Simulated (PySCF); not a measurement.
PySCF input:

```python
from pyscf import gto, scf, dft

mol = gto.M(
    atom='''
    O     0.32344914    1.28933772    0.33469062
    C    -0.06628347    0.13205167    0.02906921
    N     0.99352240   -0.76892505   -0.43544358
    C    -1.34549177   -0.39777089    0.05614525
    H     0.80714627   -1.72470693   -0.15261941
    H    -1.55170757   -1.39883087   -0.30543238
    H    -2.18037315    0.23739520    0.32008866
    H     1.85333598   -0.45176843   -0.00274350
    ''',
    basis='def2-tzvpd',
    charge=-1,
    spin=0,
    verbose=4,
)

mf = dft.RKS(mol, xc='m062x').density_fit(auxbasis='def2-universal-jkfit')
mf.grids.level = 4
mf.conv_tol = 1e-9
mf.max_cycle = 100
mf.max_memory = 1500
mf.kernel()
if not mf.converged:
    mf = mf.newton()
    mf.kernel(mf.make_rdm1())
mf.analyze()
```

What final total energy does it print?

-208.60095 Eh (M06-2X/def2-TZVPD).

It need not be the lowest isomer of its formula. Whether it binds its extra electron was not tested at this geometry.
